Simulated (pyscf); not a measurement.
This saddle point was located with ωB97X-D3(BJ)/def2-SVP in PySCF.

```xyz
4

Sn     1.0441     1.5095    -0.1070
O      0.3747     0.2586    -1.3710
H     -0.3042    -0.0165     0.8159
H     -0.1785    -0.1234    -0.1355
```

Surface: singlet, charge 0. Lowest wavenumbers (cm⁻¹): 1756i, 676, 792, 1230, 1665.

Task: Name the species on either side of this saddle.

Result: `[O]=[Sn]` [singlet] + `[H][H]` ⇌ `[OH][SnH]` [singlet], an addition across a multiple bond or ene-type step read from left to right: H–H broken and H–Sn, H–O formed. At ωB97M-D3(BJ)/def2-TZVP it lies +103.4 kJ/mol from the left side and +224.2 kJ/mol from the right (each side as separated species at their lowest minima found). At the saddle there is also a short H–Sn contact that neither side keeps. This is the saddle that the search found; another between the same sides may lie lower. Elements past Kr carry the def2 core potentials, without spin-orbit coupling.
